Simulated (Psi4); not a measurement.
**NH3 (SMILES N): a chain of runs**

We compute a structure relaxation (HF-3c/MINIX), then vibrational wavenumbers, then a single-point energy (MP2-F12/cc-pVDZ-F12) of NH3. 

Program for the calculation: Psi4 1.11.

## Step 1: The structure to begin with

NH3 has 4 atoms, charge 0, and is taken as a singlet. As SMILES, `N`. The shape is that of a GFN2-xTB optimisation. The run starts from this shape.

Bond lengths: N1–H2 1.013 Å, N1–H3 1.013 Å, N1–H4 1.013 Å. Angles: H2–N1–H3 107.7°, H2–N1–H4 107.7°, H3–N1–H4 107.7°.

## Step 2: A structure relaxation at HF-3c/MINIX (density fitting) (run 1)

h3n.xyz

```xyz
4
H3N
N     -0.068160     0.242830     0.108060
H      0.491930    -0.300470     0.753380
H     -0.891960    -0.300620    -0.118350
H      0.468190     0.358250    -0.743090
```

run.py

```python
import psi4

psi4.set_memory('1600 MB')
psi4.set_num_threads(1)
psi4.core.set_output_file('run.log', False)

with open('h3n.xyz') as f:
    atoms = ''.join(f.readlines()[2:])
m = psi4.geometry('0 1\n' + atoms + 'symmetry c1')

options = {'reference': 'rks', 'geom_maxiter': 60}
psi4.set_options(options)

e_tot = psi4.optimize('hf-3c', molecule=m)
print(f'hf-3c energy: {e_tot:.10f} Eh')
print(m.to_string(dtype='xyz', units='Angstrom'))
```

Command:

```sh
python run.py
```

run.log:

```text
[...]
  Running in c1 symmetry.
[...]
  Nuclear repulsion =   11.945306870429269
[...]
  Multiplicity = 1
[...]
  Nalpha       = 5
  Nbeta        = 5
[...]
    Number of basis functions: 8
[...]
   @DF-RKS iter   1:   -55.78361551099932   -9.01407e-01   1.96358e-02 ADIIS/DIIS
[...]
   @DF-RKS iter   4:   -55.80145503696665   -4.54747e-13   6.32802e-09 DIIS
[...]
    Orbital Energies [Eh]
    ---------------------
    Doubly Occupied:
       1A    -15.339378     2A     -1.104528     3A     -0.601520
       4A     -0.601520     5A     -0.389427
[...]
  @DF-RKS Final Energy:   -55.80145503696665
   => Energetics <=
    Nuclear Repulsion Energy =             11.9318203028598120
    One-Electron Energy =                 -99.3861992450262335
    Two-Electron Energy =                  31.6567256564415445
    Total Energy =                        -55.8014550369666509
[...]
 Multipole Moments:
 ------------------------------------------------------------------------------------
     Multipole            Electronic (a.u.)      Nuclear  (a.u.)        Total (a.u.)
 ------------------------------------------------------------------------------------
 L = 1.  Multiply by 2.5417464519 to convert [e a0] to [Debye]
 Dipole X            :         -0.0205500            0.1849071            0.1643571
 Dipole Y            :          0.0733346           -0.6598624           -0.5865278
 Dipole Z            :          0.0326086           -0.2934103           -0.2608017
 Magnitude           :                                                    0.6626052
[...]
  -Total Gradient:
     Atom            X                  Y                   Z
    ------   -----------------  -----------------  -----------------
       1       -0.000005524656     0.000018232832     0.000008385889
       2       -0.000000648346    -0.000005041304    -0.000006679943
       3        0.000006530650    -0.000004908141    -0.000002255406
       4       -0.000000357648    -0.000008283388     0.000000549460
[...]
    Final optimized geometry and variables:
    Molecular point group: c1
    Full point group: C1
    Geometry (in Angstrom), charge = 0, multiplicity = 1:
    N           -0.014192577143     0.050647871888     0.022520766751
    H            0.542566523661    -0.457762126591     0.698135997325
    H           -0.863906968208    -0.457891930747    -0.187930223518
    H            0.518537082545     0.211934785106    -0.823117195304
[...]
```

Standard output:

```text
Some dependencies such as QCElemental have not yet finished migration to pydantic v2. If issues are encountered please downgrade pydantic or upgrade QCElemental as appropriate
	Previous geometry is closer to target in internal coordinates, so using that one.

	Best geometry has RMS(Delta(q)) = 5.32e-06

	Denominators (dg)(dq) or (dq)(dq) are very small.
	Skipping Hessian update for step 5.
Optimizer: Optimization complete!
hf-3c energy: -55.8014550370 Eh
4
0 1 H3N
N                    -0.014192577143     0.050647871888     0.022520766751
H                     0.542566523661    -0.457762126591     0.698135997325
H                    -0.863906968208    -0.457891930747    -0.187930223518
H                     0.518537082545     0.211934785106    -0.823117195304
```

Run time: 3.9 s. Hardware: 1 thread of Intel Xeon 6975P-C (Granite Rapids), shared host; peak memory 0.21 GiB.

Steps, from the record of the run:

| step | energy from the first frame kept (eV) | largest force (eV/Å) |
| --- | --- | --- |
| 0 | 0.0000 | 0.3143 |
| 1 | -0.0070 | 0.4083 |
| 2 | -0.0110 | 0.2165 |
| 3 | -0.0124 | 0.0334 |
| 4 | -0.0124 | 0.0057 |
| 5 | -0.0124 | 0.0011 |

After the run. Bond lengths: N1–H2 1.012 Å, N1–H3 1.012 Å, N1–H4 1.012 Å. Angles: H2–N1–H3 110.4°, H2–N1–H4 110.4°, H3–N1–H4 110.4°.

## Step 3: The harmonic vibrations at HF-3c/MINIX (density fitting) (run 2)

job.in

```
memory 1600 MB

molecule geom {
  0 1
  N     -0.066215     0.235984     0.104996
  H      0.490544    -0.272426     0.780611
  H     -0.915929    -0.272556    -0.105455
  H      0.466515     0.397270    -0.740642
  symmetry c1
}

set {
  t 298.15
  rotational_symmetry_number 3
}

E = frequency('hf-3c')
```

Command:

```sh
psi4 -n 1 job.in job.out
```

job.out:

```text
[...]
  Running in c1 symmetry.
[...]
  Nuclear repulsion =   11.931821910116328
[...]
  Multiplicity = 1
[...]
  Nalpha       = 5
  Nbeta        = 5
[...]
    Number of basis functions: 8
[...]
   @DF-RHF iter   1:   -55.78510023125353   -9.06086e-01   1.91260e-02 ADIIS/DIIS
[...]
  -Total Gradient:
     Atom            X                  Y                   Z
    ------   -----------------  -----------------  -----------------
       1       -0.000005719613     0.000018039571     0.000008580124
       2       -0.000000767522    -0.000004927122    -0.000006909830
       3        0.000006789860    -0.000004786520    -0.000002202940
       4       -0.000000302726    -0.000008325929     0.000000532646
[...]
   @DF-RHF iter   6:   -55.80145503692268   -1.66655e-09   5.61838e-09 DIIS
[...]
  @DF-RHF Final Energy:   -55.80145503692268
   => Energetics <=
    Nuclear Repulsion Energy =             11.9318219101163283
    One-Electron Energy =                 -99.3862015749086112
    Two-Electron Energy =                  31.6567263847606704
    Total Energy =                        -55.8014550369226825
[...]
 Multipole Moments:
 ------------------------------------------------------------------------------------
     Multipole            Electronic (a.u.)      Nuclear  (a.u.)        Total (a.u.)
 ------------------------------------------------------------------------------------
 L = 1.  Multiply by 2.5417464519 to convert [e a0] to [Debye]
 Dipole X            :         -0.0205503            0.1849075            0.1643573
 Dipole Y            :          0.0733348           -0.6598633           -0.5865285
 Dipole Z            :          0.0326088           -0.2934105           -0.2608018
 Magnitude           :                                                    0.6626059
[...]
  ==> Harmonic Vibrational Analysis <==
[...]
  Freq [cm^-1]                 994.1210           1945.8127           1945.8138
[...]
  IR activ [km/mol]            247.4545            11.8451             11.8451
[...]
  Freq [cm^-1]                3931.1059           4164.0947           4164.1002
[...]
  IR activ [km/mol]             0.5097             41.4660             41.4661
[...]
  Total E_0, Enthalpy at 0 [K]                                                          -55.76239574 [Eh]
[...]
  Total H, Enthalpy at  298.15 [K]                                                      -55.75857983 [Eh]
[...]
  Total G, Gibbs energy at  298.15 [K]                                                  -55.78042046 [Eh]
[...]
```

It took 2.9 s on 1 thread of Intel Xeon 6975P-C (Granite Rapids), shared host; peak memory 0.21 GiB.

## Step 4: A single-point energy at MP2-F12/cc-pVDZ-F12 (density fitting, density fitting for correlation) (run 3)

h3n.sdf

```

     RDKit          3D

  4  3  0  0  0  0  0  0  0  0999 V2000
   -0.0662    0.2360    0.1050 N   0  0  0  0  0  0  0  0  0  0  0  0
    0.4905   -0.2724    0.7806 H   0  0  0  0  0  0  0  0  0  0  0  0
   -0.9159   -0.2726   -0.1055 H   0  0  0  0  0  0  0  0  0  0  0  0
    0.4665    0.3973   -0.7406 H   0  0  0  0  0  0  0  0  0  0  0  0
  2  1  1  0
  3  1  1  0
  4  1  1  0
M  END
$$$$
```

h3n.py

```python
import psi4
from rdkit import Chem

psi4.set_memory('1600 MB')
psi4.set_num_threads(1)
psi4.set_output_file('run.log', False)

rd = Chem.SDMolSupplier('h3n.sdf', removeHs=False, sanitize=False)[0]
xyz = rd.GetConformer().GetPositions()
atoms = '\n'.join(f'{a.GetSymbol()} {x:.4f} {y:.4f} {z:.4f}' for a, (x, y, z) in zip(rd.GetAtoms(), xyz))
m = psi4.geometry('0 1\n' + atoms + '')

psi4.set_options({
    'basis': 'cc-pVDZ-F12',
    'freeze_core': True,
})

result = psi4.energy("mp2-f12", molecule=m)
print('E =', round(result, 9))
```

Command:

```sh
python h3n.py
```

run.log:

```text
[...]
  Running in c1 symmetry.
[...]
  Nuclear repulsion =   11.932079031429396
[...]
  Multiplicity = 1
[...]
  Nalpha       = 5
  Nbeta        = 5
[...]
    Number of basis functions: 57
[...]
   @DF-RHF iter   1:   -56.12808717006077   -4.67053e-01   7.87052e-03 DIIS/ADIIS
[...]
   @DF-RHF iter  10:   -56.21780985927326   -7.16227e-12   5.50835e-09 DIIS
[...]
    Orbital Energies [Eh]
    ---------------------
    Doubly Occupied:
       1A    -15.539186     2A     -1.136135     3A     -0.634248
       4A     -0.634212     5A     -0.417791
[...]
  @DF-RHF Final Energy:   -56.21780985927326
   => Energetics <=
    Nuclear Repulsion Energy =             11.9320790314293959
    One-Electron Energy =                 -99.5766344219227904
    Two-Electron Energy =                  31.4267455312201385
    Total Energy =                        -56.2178098592732596
[...]
 Multipole Moments:
 ------------------------------------------------------------------------------------
     Multipole            Electronic (a.u.)      Nuclear  (a.u.)        Total (a.u.)
 ------------------------------------------------------------------------------------
 L = 1.  Multiply by 2.5417464519 to convert [e a0] to [Debye]
 Dipole X            :         -0.0434574            0.1848497            0.1413923
 Dipole Y            :          0.1553312           -0.6598911           -0.5045598
 Dipole Z            :          0.0690701           -0.2934306           -0.2243605
 Magnitude           :                                                    0.5700088
[...]
```

On the terminal:

```text
E = -56.482357398
```

Run time: 4.5 s. Hardware: 1 thread of Intel Xeon 6975P-C (Granite Rapids), shared host; peak memory 0.6 GiB.

## Step 5: Results

| quantity | value |
| --- | --- |
| run 1, HF-3c/MINIX: total energy at the end | -55.80146 Eh |
| run 1, HF-3c/MINIX: dipole moment | 1.68 D |
| run 1, HF-3c/MINIX: HOMO energy | -10.60 eV |
| run 1, HF-3c/MINIX: LUMO energy | 18.09 eV |
| run 1, HF-3c/MINIX: HOMO–LUMO gap | 28.69 eV |
| run 2, HF-3c/MINIX: lowest harmonic wavenumber | 994 cm⁻¹ |
| run 2, HF-3c/MINIX: highest harmonic wavenumber | 4164 cm⁻¹ |
| run 2, HF-3c/MINIX: zero-point energy | 102.6 kJ/mol |
| run 2, HF-3c/MINIX: ideal-gas entropy at 298.15 K (symmetry number 3 as used) | 46.0 cal/(mol K) |
| run 3, MP2-F12/cc-pVDZ-F12: total energy | -56.48236 Eh |
| run 3, MP2-F12/cc-pVDZ-F12: HOMO energy (Hartree–Fock orbitals) | -11.37 eV |
| run 3, MP2-F12/cc-pVDZ-F12: LUMO energy (Hartree–Fock orbitals) | 2.37 eV |
| run 3, MP2-F12/cc-pVDZ-F12: HOMO–LUMO gap (Hartree–Fock orbitals) | 13.74 eV |
| run 3, MP2-F12/cc-pVDZ-F12: correlation energy (1 core orbital frozen) | -261.7 mEh |

**Reading.** The optimisation (run 1, HF-3c/MINIX) took 6 steps and changed the energy by -0.012 eV. All 6 modes (run 2, HF-3c/MINIX) are real, so the shape is a minimum at this level.
